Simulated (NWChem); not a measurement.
Molecule: hydrazine (N2H4); SMILES NN

```xyz
6

N     -0.0731     0.7139     0.0732
N      0.0731    -0.7139     0.0732
H      0.8386     1.1035     0.3004
H     -0.3281     1.0712    -0.8495
H     -0.8386    -1.1035     0.3004
H      0.3281    -1.0712    -0.8495
```
Atoms are numbered in this order, from 1.

Computed with NWChem. Pople sets run with spherical d functions. Geometry: optimised at B3LYP/6-31G* (spherical d). B3LYP is NWChem's, with the RPA form of VWN correlation. GIAO values for the isolated, static molecule; σ is the absolute isotropic shielding, δ = σ(reference) − σ with the isolated reference molecule computed at the same levels (1H: tetramethylsilane, 15N: ammonia).

Question: Predict the results for B3LYP/6-31G*. Quantities: δ N1 (ppm); δ H3 (ppm); δ H4 (ppm).

Answer: 
* **δ N1 (ppm)**: 56.4
* **δ H3 (ppm)**: 2.16
* **δ H4 (ppm)**: 1.97
